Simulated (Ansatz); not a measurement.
# SiC (triplet): from Hartree-Fock to the top rungs, cc-pVDZ

Aim: climb from Hartree-Fock through coupled cluster and multireference methods for SiC (triplet) at one geometry and basis, and see what each rung misses.

Computed with Ansatz 0.2.0, Gaussian basis. Level: cc-pVDZ, core rule «outside noble gas», up to 6 orbitals frozen.

To be run: UHF; CCSD(T) on ROHF; CCSD(T) on UHF; BCCD(T) on ROHF; CISD; CCSDT(Q) on ROHF; CCSDT(Q) on UHF; CISDTQ; CCSDTQ on ROHF; CCSDTQ on UHF; CASSCF and MRCISD+Q, 8 electrons in 8 orbitals; CASSCF and NEVPT2, 8 electrons in 8 orbitals; Full CI.

4 further runs of the same task are left out: 4 set aside as unsound or not needed.

**1. The geometry**

The geometry is a PBE0/def2-TZVP stationary point (not a proven minimum) of the parent state, kept for this charge and spin.

2 atoms, charge 0, spin multiplicity 3.

Atoms are counted from 1 here; the program's logs count them from 0.

Bond lengths: Si1–C2 1.636 Å.

**2. UHF**

The input, in.yaml:

```yaml
crystal:
  periodic: [false, false, false]
  atoms:
    - {symbol: Si, position_ang: [0.000000, 0.000000, 0.000000]}
    - {symbol: C, position_ang: [0.000000, 0.000000, 1.635786]}
basis:
  gaussian: {orbitals: cc-pVDZ}
magnetization: {spin_polarized: true, initial_magnetization: 2}
hamiltonian: {xc: hf}
output: {orbitals: {seedname: orbitals}}
```

Launch:

```sh
$ ansatz run in.yaml --threads 1 --pin off --events-out ev --progress --plain --max-ram 2560MiB --backend cpu
```

The runs that follow: CCSD(T) on ROHF; CCSD(T) on UHF; BCCD(T) on ROHF; CISD; CCSDT(Q) on ROHF; CCSDT(Q) on UHF; CISDTQ; CCSDTQ on ROHF; CCSDTQ on UHF; CASSCF and MRCISD+Q, 8 electrons in 8 orbitals; CASSCF and NEVPT2, 8 electrons in 8 orbitals; Full CI.

Before running them: what should the planned runs give, taken together? Wanted: FCI below the RHF energy; RMP2 from FCI; UMP2 from FCI; RCCSD from FCI; RCCSD(T) from FCI; UCCSD(T) from FCI; RCCSDT(Q) from FCI; UCCSDT(Q) from FCI; NEVPT2 valence from FCI.

**Answer**, as computed:

```
                         quantity                                                                             value
         FCI below the RHF energy                                                                        -5.5561 eV
                    RMP2 from FCI                                                                       +1212.8 meV
                    UMP2 from FCI                                                                       +1503.9 meV
                   RCCSD from FCI                                                                        +332.5 meV
                RCCSD(T) from FCI                                                                         +75.3 meV
                UCCSD(T) from FCI                                                                         +97.2 meV
               RCCSDT(Q) from FCI                                                                          +2.5 meV
               UCCSDT(Q) from FCI                                                                          +1.2 meV
          NEVPT2 valence from FCI                                                                        +734.1 meV
        MRCISD+Q valence from FCI                                                                         +13.2 meV
levels within 1 kcal/mol (43 meV)  RCCSDT, UCCSDT, CISDTQ, RCCSDT(Q), UCCSDT(Q), RCCSDTQ, UCCSDTQ, MRCISD+Q valence
                    T1 diagnostic                                                                             0.053
   effectively unpaired electrons                                                                              2.18
```

What this shows: RCCSD(T) lands +75.3 meV from the yardstick (1.4 % of the correlation energy). CCSD(T) misses by +75.3 meV on the restricted determinant and by +97.2 meV on the unrestricted one; the two need not hold the same state or core. The occupations are near whole numbers, but T1 = 0.053 shows that the orbitals relax strongly. Of the multireference levels listed MRCISD+Q valence comes nearest in total energy (+13.2 meV), which doesn't show that its space is the better one. These misses are within one basis, not against nature; the frozen cores of restricted and unrestricted runs differ, which can shift their rows.
